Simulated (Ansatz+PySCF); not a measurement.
Two shapes of singlet COS.

Shape 1:

```xyz
3

O     0.0000    0.0000   -1.6821
C     0.0000    0.0000   -0.5257
S     0.0000    0.0000    1.0382
```

Shape 2:

```xyz
3

O     0.0000    0.0000   -1.5475
C     0.0000    0.0000   -0.4836
S     0.0000    0.0000    0.9551
```

Basis set: def2-SVP (spherical functions). Left uncorrelated: 7 orbitals. Charge 0, multiplicity 1.

Computed with Ansatz (development build ahead of 0.2.0); each method stands on the lowest determinant of its kind that the runs found.

Q: Which shape is lower in energy, and by how much in each method?

A:

| method | E(2) − E(1) (eV) |
| --- | --- |
| RHF | 0.869 |
| UHF | 0.869 |
| RHF-CCSD | 1.260 |
| UHF-CCSD | 1.260 |
| UHF-CCSD(T) | 1.359 |

Shape 1 is lower.
